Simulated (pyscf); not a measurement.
Structures and frequencies: ωB97X-D3(BJ)/def2-SVP in PySCF.

Problem. `[BH2][O][SnH3]` + `[ClH]` → `[Cl][SnH3]` + `[BH2][OH]`
Surface: singlet. Broken: O–Sn, Cl–H. Formed: Cl–Sn, H–O. Give ΔE‡ and ΔE from ωB97M-D3(BJ)/def2-TZVP, relative to the separated reactants.

Solution. ΔE‡ = 1.6 kcal/mol, ΔE = -17.0 kcal/mol. Zero-point energy shifts the barrier by +0.8 kcal/mol. It is a four-centre exchange, with an imaginary mode of 527i cm⁻¹. On the reactant side the descent ends in a complex, 7.1 kcal/mol under the separated species and 6.7 kcal/mol under the saddle at ωB97X-D3(BJ)/def2-TZVP. On the product side the descent ends in a complex (not fully relaxed), 5.0 kcal/mol under the separated species and 23.0 kcal/mol under the saddle at ωB97X-D3(BJ)/def2-TZVP. One saddle was located; it need not be the lowest between these sides. Elements past Kr carry the def2 core potentials, without spin-orbit coupling.
